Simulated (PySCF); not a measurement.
# CH6NP: the cost of one run

The runs use PySCF 2.14.0, with density-fitted response routines of our own; the level of theory stands in each step. All values are computed, except where a source is named. Atoms count from 0, in the outputs and in this text.

### 1 Starting geometry

9 atoms, charge 0, multiplicity 1; geometry from: GFN2-xTB. The atoms were then displaced at random by about 0.01 Å, so the start is not that level's minimum.

Bonds of the start (Å): C0–N1 1.43, N1–P2 1.53, C0–H3 1.07, C0–H4 1.12, C0–H5 1.11, P2–H6 1.42, P2–H7 1.40, P2–H8 1.44.

### 2 Geometry optimisation at PBE0-D3(BJ)/def2-SVP

What the job is given:

```
{"job": {"xc": "PBE0", "basis": "def2-SVP", "d3": "d3bj", "grid": 1, "shake": 0.01, "kind": "geom"}, "charge": 0, "multiplicity": 1}
C     -1.378020    -0.262760    -0.033420
N     -0.198670     0.299640    -0.623830
P      1.218460     0.246290    -0.049590
H     -1.323900    -1.320020     0.086060
H     -2.210610    -0.013920    -0.742410
H     -1.642910     0.217240     0.927290
H      1.946430    -0.957840     0.167750
H      2.049670     0.904740    -0.957420
H      1.597350     0.869480     1.191840
```

On the command line:

```bash
$ OMP_NUM_THREADS=1 python probes_run.py task.json out
```

One launch serves the whole session: the jobs run in the order shown.

Q: Estimate the wall time and peak memory of this first job on 1 thread of Arm Neoverse V2, shared host.

About 5.8 s, with a peak of 0.32 GiB.
